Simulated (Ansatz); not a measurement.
Cost and result for the atomization energy of `NC(O)CO` (12 atoms, 11 bonds).

Cartesian coordinates in Å:
```
N -0.9646 0.3819 1.0406
C 0.1645 0.6787 0.1973
O -0.1616 1.3587 -1.0008
C 0.9215 -0.5986 -0.1211
O 0.1116 -1.4897 -0.8716
H -1.4322 1.2407 1.3023
H -1.6416 -0.1676 0.5228
H 0.8270 1.3534 0.7470
H -0.4982 0.6949 -1.6143
H 1.7817 -0.3542 -0.7473
H 1.2777 -1.0627 0.8034
H -0.3857 -2.0355 -0.2586
```

The species carries charge 0 and has multiplicity 1. The geometry is a stationary point of PBE0-D4/def2-TZVP. It is one conformer, not always the lowest. Program: Ansatz. All runs use 4 threads of an Arm Neoverse V1 on a shared host. Times are those of one run each, without the atoms' runs, and a repeat can differ threefold. Electronic energies, without spin–orbit coupling; frozen cores. CCSD(T)/CBS adds CCSD(T) − MP2 in def2-TZVPP to the MP2 limit, and its time is that of the two runs behind it. T1 = 0.010. B3LYP takes the VWN-RPA correlation (the form of Gaussian; ORCA's B3LYP/G). HSE06 is the plane-wave form, built on full-range PBE exchange.

CCSD(T)/CBS is a level of theory with its own doubt, some kJ/mol a heavy atom from the limit and from the frozen cores, so smaller differences don't rank the functionals.

| level | functions | wall time |
| --- | --- | --- |
| BLYP-D4/def2-TZVPP | 253 | 2.1 s |
| PBE-D4/def2-TZVPP (with forces) | 253 | 2.5 s |
| HSE06-D4/def2-TZVPP | 253 | 2.9 s |
| B3LYP-D4/def2-TZVPP (with forces) | 253 | 4.2 s |
| r2SCANh-D4/def2-TZVPP | 253 | 4.7 s |
| PBE-QIDH/def2-TZVPP | 253 | 5.5 s |
| CCSD(T)/def2-SVP | 105 | 6.5 s |
| ωB97X-V/def2-TZVPP | 253 | 7 s |
| B97M-V/def2-TZVPP | 253 | 9 s |
| ωB97M-V/def2-TZVPP (with forces) | 253 | 11 s |
| MP2/def2-QZVPP | 495 | 25 s |
| CCSD(T)/def2-TZVPP | 253 | 3.3 min |
| CCSD(T)/CBS(def2) | – | 3.7 min |

Problem. What atomization energy does each give, and how far from CCSD(T)/CBS? (Estimate.)

Solution. Computed: 
```json
{"level": "BLYP-D4/def2-TZVPP", "atomization (kcal/mol)": "1086.7", "difference from CCSD(T)/CBS": "1.2", "per bond": "0.1"}
{"level": "PBE-D4/def2-TZVPP (with forces)", "atomization (kcal/mol)": "1113.3", "difference from CCSD(T)/CBS": "27.8", "per bond": "2.5"}
{"level": "HSE06-D4/def2-TZVPP", "atomization (kcal/mol)": "1085.8", "difference from CCSD(T)/CBS": "0.3", "per bond": "0.0"}
{"level": "B3LYP-D4/def2-TZVPP (with forces)", "atomization (kcal/mol)": "1082.9", "difference from CCSD(T)/CBS": "-2.6", "per bond": "-0.2"}
{"level": "r2SCANh-D4/def2-TZVPP", "atomization (kcal/mol)": "1073.1", "difference from CCSD(T)/CBS": "-12.4", "per bond": "-1.1"}
{"level": "PBE-QIDH/def2-TZVPP", "atomization (kcal/mol)": "1072.1", "difference from CCSD(T)/CBS": "-13.4", "per bond": "-1.2"}
{"level": "CCSD(T)/def2-SVP", "atomization (kcal/mol)": "1020.9", "difference from CCSD(T)/CBS": "-64.6", "per bond": "-5.9"}
{"level": "ωB97X-V/def2-TZVPP", "atomization (kcal/mol)": "1086.1", "difference from CCSD(T)/CBS": "0.6", "per bond": "0.1"}
{"level": "B97M-V/def2-TZVPP", "atomization (kcal/mol)": "1079.1", "difference from CCSD(T)/CBS": "-6.4", "per bond": "-0.6"}
{"level": "ωB97M-V/def2-TZVPP (with forces)", "atomization (kcal/mol)": "1088.1", "difference from CCSD(T)/CBS": "2.6", "per bond": "0.2"}
{"level": "MP2/def2-QZVPP", "atomization (kcal/mol)": "1092.7", "difference from CCSD(T)/CBS": "7.2", "per bond": "0.7"}
{"level": "CCSD(T)/def2-TZVPP", "atomization (kcal/mol)": "1053.7", "difference from CCSD(T)/CBS": "-31.8", "per bond": "-2.9"}
{"level": "CCSD(T)/CBS(def2)", "atomization (kcal/mol)": "1085.5", "difference from CCSD(T)/CBS": "0.0", "per bond": "0.0"}
```

At CCSD(T), def2-SVP lies −64.6 kcal/mol from the extrapolated value and def2-TZVPP −31.8 kcal/mol: correlation converges slowly with the basis, and small sets miss more of it in the bonded molecule than in its fragments. Leaving LDA and LC-ωPBE aside and taking each functional with its dispersion term where it has one, the values, not all of them listed here, spread over 73.3 kcal/mol, from BHLYP-D4 to PBE-D4. LDA lies +158.3 kcal/mol from PBE without D4, its usual overbinding. From r2SCAN to r2SCAN0 (25 % exact exchange), in def2-TZVPP and without D4, the atomization energy moves by −21.7 kcal/mol: exact exchange takes away binding that semilocal exchange gives to molecules.
